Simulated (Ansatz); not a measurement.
# CH₅BS: taking an electron away

One table from this session's results is given with a row withheld; the runs are named, their logs left out.

Computed with Ansatz 0.2.0, Gaussian basis. Level: unrestricted cation, the program's frozen cores in correlated methods.

Levels to be run: UKS PBE-D4/def2-TZVPP; UKS r2SCAN-D4/def2-TZVPP; UKS PBE0-D4/def2-TZVPP; UKS B3LYP-D4/def2-TZVPP; UKS wB97X-V/def2-TZVPP; UKS wB97M-V/def2-TZVPP; UKS B2PLYP/def2-TZVPP; UHF-CCSD(T)/def2-TZVPP; UHF-MP2/def2-QZVPP; extrapolation to the limit; then −ε(HOMO) from the neutral's earlier runs with LDA (SPW92), PBE-D4, revPBE-D4, BLYP-D4, r2SCAN-D4, B97M-V, PBE0-D4, B3LYP-D4, r2SCANh-D4, r2SCAN0-D4, HSE06-D4, BHLYP-D4, CAM-B3LYP-D4, LC-ωPBE, ωB97X-V, ωB97M-V.

## The geometry

An earlier PBE0-D4 in a triple-zeta def2 set relaxation fixed the geometry.

SMILES `BSC`, 8 atoms, charge 0, spin multiplicity 1.

Atoms are counted from 1 here; the program's logs count them from 0.

Bond lengths: B1–S2 1.749 Å, B1–H4 1.194 Å, B1–H5 1.193 Å, S2–C3 1.809 Å, C3–H6 1.090 Å, C3–H7 1.090 Å, C3–H8 1.088 Å. Angles: S2–B1–H4 121.2°, S2–B1–H5 115.9°, H4–B1–H5 123.0°, B1–S2–C3 105.8°, S2–C3–H6 109.1°, S2–C3–H7 109.0°, S2–C3–H8 109.9°, H6–C3–H7 109.0°, H6–C3–H8 109.9°, H7–C3–H8 109.9°.

As a file:

```xyz
8

B    -0.86986    0.95538   -0.90804
S     0.70785    0.85407   -0.15902
C     0.74140   -0.73574    0.70295
H    -1.66775    0.07529   -0.79032
H    -1.08611    1.94779   -1.53293
H     0.91065   -0.56100    1.76513
H     1.55956   -1.33698    0.30726
H    -0.20353   -1.25599    0.55916
```

Set-up of the first run:

File in.yaml:

```yaml
crystal:
  periodic: [false, false, false]
  atoms:
    - {symbol: B, position_ang: [-0.869860, 0.955377, -0.908043]}
    - {symbol: S, position_ang: [0.707846, 0.854070, -0.159016]}
    - {symbol: C, position_ang: [0.741398, -0.735745, 0.702946]}
    - {symbol: H, position_ang: [-1.667750, 0.075288, -0.790320]}
    - {symbol: H, position_ang: [-1.086108, 1.947787, -1.532927]}
    - {symbol: H, position_ang: [0.910647, -0.561005, 1.765134]}
    - {symbol: H, position_ang: [1.559561, -1.336980, 0.307263]}
    - {symbol: H, position_ang: [-0.203535, -1.255992, 0.559162]}
basis:
  gaussian: {orbitals: def2-TZVPP}
total_charge: 1
magnetization: {spin_polarized: true, initial_magnetization: 1}
hamiltonian: {xc: pbe, dispersion: d4}
```

Among the steps run: Cation, UKS PBE-D4/def2-TZVPP; Cation, UKS r2SCAN-D4/def2-TZVPP; Cation, UKS PBE0-D4/def2-TZVPP; Cation, UKS B3LYP-D4/def2-TZVPP; Cation, UKS wB97X-V/def2-TZVPP; Cation, UKS wB97M-V/def2-TZVPP; Cation, UKS B2PLYP (frozen core)/def2-TZVPP; Cation, UHF-CCSD(T)/def2-TZVPP; Cation, UHF-MP2/def2-QZVPP.

One of the session's tables, all rows but one given; the rest of the session is left out.

Orbital estimates, from the neutral's runs:

| functional | −ε(HOMO) (eV) |
| --- | --- |
| LDA (SPW92) | 6.87 |
| PBE-D4 | 6.74 |
| revPBE-D4 | 6.69 |
| BLYP-D4 | 6.56 |
| r2SCAN-D4 | ? |
| B97M-V | 7.02 |
| PBE0-D4 | 7.85 |
| B3LYP-D4 | 7.61 |
| r2SCANh-D4 | 7.36 |
| r2SCAN0-D4 | 7.99 |
| HSE06-D4 | 7.45 |
| BHLYP-D4 | 8.80 |
| CAM-B3LYP-D4 | 9.13 |
| LC-ωPBE | 10.51 |
| ωB97X-V | 10.15 |
| ωB97M-V | 10.02 |

Q: Estimate the row for r2SCAN-D4 from the others.

Worked estimate for «−ε(HOMO) (eV)». Against the share of exact exchange, r2SCANh-D4 (0.1, 7.36), r2SCAN0-D4 (0.25, 7.99) give a slope of 4.20 per unit share; at 0 the line stands at 6.94.

As computed: −ε(HOMO) (eV): 6.95. In «−ε(HOMO) (eV)» the line misses by -0.01.
